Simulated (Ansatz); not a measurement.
For zinc-blende CdSe, revPBE (Ansatz, a program for electronic structure, PAW) gives:

equilibrium lattice constant a: 6.260 Å
bulk modulus B0: 40.5 GPa
cohesive energy: 2.01 eV/atom
band gap: 0.56 eV
enthalpy of formation: -0.627 eV/atom

Task: What does r²SCAN-D4 (Ansatz, plane waves, PAW) give for the same quantities?

Result: 
- lattice constant a: 6.110 Å (shrinks by 2.4 %)
- bulk modulus: 53.3 GPa (rises by 32 %)
- cohesive energy: 2.68 eV/atom (goes up by 0.67 eV/atom)
- band gap: 1.06 eV (goes up by 0.50 eV)
- formation enthalpy: -0.749 eV/atom (moves by -0.122 eV/atom)

For comparison: lattice constant a 6.077 Å (measured, room temperature, not corrected to a static lattice, our sources range from 6.052 to 6.084; as tabulated in arXiv:1206.3780); cohesive energy 2.46 eV/atom (measured, temperature not stated, not corrected to a static lattice; as tabulated in Verma et al. (2010), arXiv:1001.1248); band gap 1.77 eV (measured, low temperature, zero-point motion not removed, our sources range from 1.75 to 1.90; as tabulated in arXiv:1206.3780).

Changes are worked out from the printed values.

Unless a cell is named, each level is at its own relaxed cell (revPBE 30.66, r²SCAN-D4 28.51 Å³/atom).

Spin–orbit coupling is included only where a level's name says +SOC; with heavier elements it mostly lowers gaps and can invert bands. Density-functional gaps are differences of (generalised) Kohn–Sham levels.

Caveats: an element that serves as reference has a cell well above its measured volume (revPBE). Ansatz's density-functional and Hartree–Fock values are scalar-relativistic unless marked +SOC, with PAW data made under PBE.
